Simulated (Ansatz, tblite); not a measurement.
# [GeF3]-: spin states and exact exchange

Aim: set other spin states of [GeF3]- against its singlet, on many levels of theory.

Program: Ansatz 0.2.0, Gaussian basis. Level of theory: as each input shows. These are calculated values, not measurements.

Levels to be run: triplet, at the geometry of the singlet (GFN1-xTB, GFN2-xTB, PBE0-D4/def2-TZVPD, PBE-D4/def2-TZVPD, r2SCAN-D4/def2-TZVPD); the singlet's energies come from earlier runs.

## 1. The structure

The singlet was relaxed beforehand with r2SCAN-D4/def2-TZVPD.

4 atoms, charge -1, spin multiplicity 1.

Bond lengths: Ge1–F2 1.816 Å, Ge1–F3 1.816 Å, Ge1–F4 1.816 Å. Angles: F2–Ge1–F3 94.9°, F2–Ge1–F4 94.9°, F3–Ge1–F4 94.9°.

The ion is computed in the gas phase, without counter-ions or solvent.

## 2. Triplet at the fixed geometry, GFN1-xTB

Tight binding, by tblite at 300 K electronic temperature and without a spin-polarisation term:

```python
tblite.interface.Calculator('GFN1-xTB', numbers, positions, charge=-1, uhf=2).singlepoint()
```

Energy -467.6906 eV; 0.002 s.

## 3. Triplet at the fixed geometry, GFN2-xTB

Tight binding, by tblite at 300 K electronic temperature and without a spin-polarisation term:

```python
tblite.interface.Calculator('GFN2-xTB', numbers, positions, charge=-1, uhf=2).singlepoint()
```

Energy -442.9716 eV; 0.002 s.

## 4. Triplet at the fixed geometry, PBE0-D4/def2-TZVPD

File in.yaml:

```yaml
crystal:
  periodic: [false, false, false]
  atoms:
    - {symbol: Ge, position_ang: [-0.005527, 0.005246, 0.715497]}
    - {symbol: F, position_ang: [1.546912, -0.031211, -0.226335]}
    - {symbol: F, position_ang: [-0.745096, 1.351045, -0.254197]}
    - {symbol: F, position_ang: [-0.796280, -1.325080, -0.234964]}
basis:
  gaussian: {orbitals: def2-TZVPD}
total_charge: -1
magnetization: {spin_polarized: true, initial_magnetization: 2}
hamiltonian: {xc: pbe0, dispersion: d4}
scf: {omitted_lower_state_checks: [starts]}
output: {orbitals: {seedname: orbitals}}
```

Launch:

```
$ ansatz run in.yaml --threads 4 --pin off --events-out ev --progress --plain --max-ram 3916MiB
```

The program printed:

```text
Functional definition: PBE0
  name "PBE0"
  cite "Adamo & Barone, J. Chem. Phys. 110, 6158 (1999) doi:10.1063/1.478522"
  cite "Perdew, Burke & Ernzerhof, Phys. Rev. Lett. 77, 3865 (1996) doi:10.1103/PhysRevLett.77.3865"
  parent pbe
  parameter a = 0.25
  parameter kappa = 0.804
  parameter beta = 0.06672455060314922
  exchange = (1 - a)*pbe_x(kappa = kappa, mu = beta*pi^2/3) + a*exact_x
  correlation = pbe_c(beta = beta)
these checks for a lower state are left out or cut short: starts
1017 factors; their error is unknown
mean field evaluation 1: about -64657.0873 eV, gradient 1.8e1 eV
mean field evaluation 2: about -64657.4858 eV, gradient 2.0e1 eV
mean field evaluation 4: about -64658.3638 eV, gradient 9.6e-1 eV
mean field evaluation 8: about -64658.3707 eV, gradient 1.1e-1 eV
mean field evaluation 16: about -64658.6256 eV, gradient 5.2e-4 eV
mean field evaluation 32: about -64658.6289 eV, gradient 3.8e-5 eV
mean field -64658.62892977 eV, -2376.1607859764 hartree, gradient 3.6e-6 eV, S^2 2.003095; 1 other end points of the search recorded, 0 dependent functions left out
reference -64658.62896285 eV, -2376.1607871919 hartree; 31, 29 occupied and 143, 145 virtual orbitals, 1017 factors
Total energy: -64658.68814432 eV, -2376.1629620709 hartree
Checks for a lower state left out: starts
```

It took 11 s on 4 threads of Arm Neoverse V2, shared host; peak memory 0.73 GiB.

From the report: HOMO 2.20 eV, LUMO -0.16 eV (over both spins; with the spin held, an empty level of the minority spin lies below the top filled one); ⟨S²⟩ 2.003 (pure: 2.00); the next solution that the search met lies 0.003 eV higher. Doubts: highest occupied level lies above zero.

## 5. Triplet at the fixed geometry, PBE-D4/def2-TZVPD

start.molden holds the orbitals of an earlier run on this state, given as this run's starting guess.

in.yaml, as its differences from that of step 4:

```diff
@@ -8,6 +8,6 @@
 basis:
-  gaussian: {orbitals: def2-TZVPD}
+  gaussian: {orbitals: def2-TZVPD, initial_orbitals: start.molden}
 total_charge: -1
 magnetization: {spin_polarized: true, initial_magnetization: 2}
-hamiltonian: {xc: pbe0, dispersion: d4}
+hamiltonian: {xc: pbe, dispersion: d4}
 scf: {omitted_lower_state_checks: [starts]}
```

The command is unchanged.

The program printed:

```text
Functional definition: PBE
  name "PBE"
  cite "Perdew, Burke & Ernzerhof, Phys. Rev. Lett. 77, 3865 (1996) doi:10.1103/PhysRevLett.77.3865"
  parent pbe
  parameter kappa = 0.804
  parameter beta = 0.06672455060314922
  exchange = pbe_x(kappa = kappa, mu = beta*pi^2/3)
  correlation = pbe_c(beta = beta)
these checks for a lower state are left out or cut short: starts
964 factors; their error is unknown
mean field evaluation 1: about -64657.4560 eV, gradient 8.7e0 eV
mean field evaluation 2: about -64657.6352 eV, gradient 2.3e-1 eV
mean field evaluation 4: about -64657.6289 eV, gradient 8.1e-2 eV
mean field evaluation 8: about -64657.6289 eV, gradient 1.9e-5 eV
mean field -64657.62889036 eV, -2376.1240352059 hartree, gradient 5.3e-6 eV, S^2 2.001903; 0 other end points of the search recorded, 0 dependent functions left out
reference -64657.62893067 eV, -2376.1240366873 hartree; 31, 29 occupied and 143, 145 virtual orbitals, 964 factors
Total energy: -64657.70045144 eV, -2376.1266650270 hartree
Checks for a lower state left out: starts
```

Run time: 3.9 s. Hardware: 4 threads of Arm Neoverse V2, shared host.

From the report: HOMO 2.91 eV, LUMO -1.22 eV (over both spins; with the spin held, an empty level of the minority spin lies below the top filled one); ⟨S²⟩ 2.002 (pure: 2.00). Doubts: highest occupied level lies above zero.

## 6. Triplet at the fixed geometry, r2SCAN-D4/def2-TZVPD

in.yaml, as its differences from that of step 5:

```diff
@@ -11,3 +11,3 @@
 magnetization: {spin_polarized: true, initial_magnetization: 2}
-hamiltonian: {xc: pbe, dispersion: d4}
+hamiltonian: {xc: r2scan, dispersion: d4}
 scf: {omitted_lower_state_checks: [starts]}
```

Launched as before.

The program printed:

```text
Functional definition: r2SCAN
  name "r2SCAN"
  cite "Furness, Kaplan, Ning, Perdew & Sun, J. Phys. Chem. Lett. 11, 8208 (2020) doi:10.1021/acs.jpclett.0c02405"
  cite "Furness, Kaplan, Ning, Perdew & Sun, J. Phys. Chem. Lett. 11, 9248 (2020) doi:10.1021/acs.jpclett.0c03077"
  parent r2scan
  parameter k0 = 0.174
  parameter k1 = 0.065
  parameter a1 = 4.9479
  exchange = r2scan_x(k0 = k0, k1 = k1, a1 = a1)
  correlation = r2scan_c
these checks for a lower state are left out or cut short: starts
964 factors; their error is unknown
mean field evaluation 1: about -64670.0899 eV, gradient 5.0e0 eV
mean field evaluation 2: about -64670.1253 eV, gradient 5.8e-2 eV
mean field evaluation 4: about -64670.1236 eV, gradient 2.6e-4 eV
mean field evaluation 8: about -64670.1236 eV, gradient 8.6e-5 eV
mean field -64670.12356092 eV, -2376.5832058797 hartree, gradient 8.7e-6 eV, S^2 2.003946; 0 other end points of the search recorded, 0 dependent functions left out
reference -64670.12358232 eV, -2376.5832066662 hartree; 31, 29 occupied and 143, 145 virtual orbitals, 964 factors
Total energy: -64670.13921816 eV, -2376.5837812726 hartree
Checks for a lower state left out: starts
```

Wall time 10 s (4 threads of Arm Neoverse V2, shared host).

Report: HOMO 2.82 eV, LUMO -0.71 eV (over both spins; with the spin held, an empty level of the minority spin lies below the top filled one); ⟨S²⟩ 2.004 (pure: 2.00). Doubts: highest occupied level lies above zero.

## 7. Triplet less singlet, vertical

The singlet's energies are those of its earlier runs, whose logs aren't repeated here.

```csv
level,"triplet less singlet, vertical (kcal/mol)",time
GFN1-xTB,+131.8,0.004 s
GFN2-xTB,+175.6,0.003 s
PBE-D4/def2-TZVPD,+104.7,4.8 s
r2SCAN-D4/def2-TZVPD,+104.9,12 s
PBE0-D4/def2-TZVPD,+106.6,12 s
```

Times add the two runs; a level without a time comes out of a correlated run. Tight binding without a spin term can't rank spin states.

## 8. What came out

| quantity | value |
| --- | --- |
| triplet less singlet, vertical, functionals in def2-TZVPD | +104.7 (PBE-D4) to +106.6 kcal/mol (PBE0-D4) |

**Reading.** All functionals put the triplet above the singlet, over a spread of 1.9 kcal/mol. The checks for a lower triplet were left out, so another state of that spin may lie lower. These are electronic energies, without zero-point motion, entropy or surroundings.

The anion's highest level is positive in at least one run, so there the basis alone may hold the extra electron.
